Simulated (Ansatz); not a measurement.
Geometry optimisation, Ansatz 0.2.0, RKS CAM-B3LYP-D4/STO-3G.

input.yaml

```yaml
crystal:
  periodic: [false, false, false]
  atoms:
    - { symbol: "N", position_ang: [0.2434, 1.96, 0.1234] }
    - { symbol: C, position_ang: [0.3563, 0.7392, 0.2765] }
    - { symbol: "N", position_ang: [-0.529, -0.0634, -0.4138] }
    - { symbol: C, position_ang: [-0.2579, -1.322, -0.2383] }
    - { symbol: F, position_ang: [0.6366, -1.8082, 0.5464] }
    - { symbol: H, position_ang: [-0.5972, 2.1129, -0.537] }
    - { symbol: H, position_ang: [1.1853, 0.3645, 0.941] }
    - { symbol: H, position_ang: [-0.9453, -2.0401, -0.7542] }
basis:
  gaussian: { orbitals: STO-3G }
hamiltonian:
  xc: cam_b3lyp
  dispersion: d4
relax:
  f_tol: 0.015
  max_steps: 40
output:
  orbitals: {}
```

Launched with:

```bash
$ ansatz run input.yaml --threads 1 --pin off --max-ram 2048MiB --backend cpu --events-out ev --progress --plain --runs-dir out
```

Task: Where does it end, and by what steps?

Result: The run converged. Limits of this set-up: minimal basis. After 7 steps the energy has fallen by 0.761 eV; H6 moved furthest, 0.16 Å.

| step | energy less start (eV) | largest force component (eV/Å) | accepted |
| --- | --- | --- | --- |
| 0 | 0.0000 | 7.389 | yes |
| 1 | -0.6747 | 1.506 | yes |
| 2 | -0.7216 | 0.962 | yes |
| 3 | -0.7076 | 0.747 | no |
| 4 | -0.7578 | 0.181 | yes |
| 5 | -0.7612 | 0.035 | yes |
| 6 | -0.7613 | 0.025 | yes |
| 7 | -0.7613 | 0.004 | yes |

```xyz
8
Properties=species:S:1:pos:R:3
N 0.266 2.092 0.159
C 0.357 0.794 0.259
N -0.555 -0.119 -0.461
C -0.306 -1.388 -0.239
F 0.675 -1.882 0.562
H -0.557 2.263 -0.509
H 1.140 0.352 0.902
H -0.928 -2.168 -0.729
```

Run time: 23 s on 1 CPU thread of a shared host.
